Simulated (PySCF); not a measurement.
**Li₂−: bond curves at several levels of theory**

The task here is to estimate one member of a computed series from the others.

Program: PySCF 2.14.0. Level of theory: Li aug-cc-pVDZ-DK, spin-free X2C with a Gaussian nucleus. These are calculated values, not measurements.

4 further runs of the same task are left out: 4 set aside as unsound or not needed.

The first run:

A driver script around PySCF takes these settings:

```
atoms                         : Li, Li
charge                        : -1
basis                         : Li aug-cc-pVDZ-DK
Hamiltonian                   : spin-free X2C with a Gaussian nucleus
basis functions               : 46
electrons treated             : 7
masses in u                   : 7.0160, 7.0160
levels                        : PBE0, PBE, r²SCAN, B97-3, r²SCAN0, BP86, CAM-B3LYP, MP2, SCS-MP2, CCSD, CCSD(T)
grid                          : 80 radial by 434 angular points
occupations                   : held fixed by the projection of orbital angular momentum
dissociation limit            : Li + Li−, each in its ground configuration
starting distance in angstrom : 2.670
values of 2S to try           : 1, 3
```

On the command line:

```sh
> OMP_NUM_THREADS=1 python dia.py task.json out
```

Steps of the session up to this table: The job; First curve: PBE0; PBE (GGA); r²SCAN (meta-GGA); B97-3; r²SCAN0 (hybrid meta-GGA); BP86 (GGA); CAM-B3LYP (range-separated hybrid); MP2 and coupled cluster.

One of the session's tables, all rows but one given; the rest of the session is left out.

Energy (eV) from each level's lowest point:

| R (Å) | ROHF-MP2 | ROHF-SCS-MP2 | ROHF-CCSD | ROHF-CCSD(T) | PBE |
| --- | --- | --- | --- | --- | --- |
| 2.669 | 0.095 | 0.099 | n/a | n/a | 0.069 |
| 2.793 | 0.046 | 0.049 | 0.033 | 0.032 | 0.028 |
| 2.917 | 0.016 | 0.018 | 0.009 | 0.009 | 0.007 |
| 3.010 | 0.005 | 0.006 | 0.001 | 0.001 | 0.000 |
| 3.103 | 0.000 | 0.000 | 0.000 | 0.000 | 0.000 |
| 3.196 | 0.001 | 0.000 | 0.004 | 0.005 | 0.005 |
| 3.320 | 0.011 | 0.008 | 0.016 | 0.017 | 0.019 |
| 3.475 | ? | ? | ? | ? | ? |
| 3.662 | 0.064 | 0.057 | 0.075 | 0.078 | 0.079 |
| 3.910 | 0.115 | 0.106 | n/a | n/a | 0.132 |

**Question.** Estimate the row for R (Å) = 3.475.

Worked estimate for «ROHF-MP2». A straight line through the neighbours (3.320, 0.011) and (3.662, 0.064) gives 0.011 + (0.064 − 0.011) × (3.475 − 3.320) / (3.662 − 3.320) = 0.035; a parabola fitted to 4 rows on both sides gives 0.032.

**Answer.** ROHF-MP2: 0.031; ROHF-SCS-MP2: 0.026; ROHF-CCSD: 0.039; ROHF-CCSD(T): 0.041; PBE: 0.043. In «ROHF-MP2» the line misses by +0.004 and the parabola by +0.001.
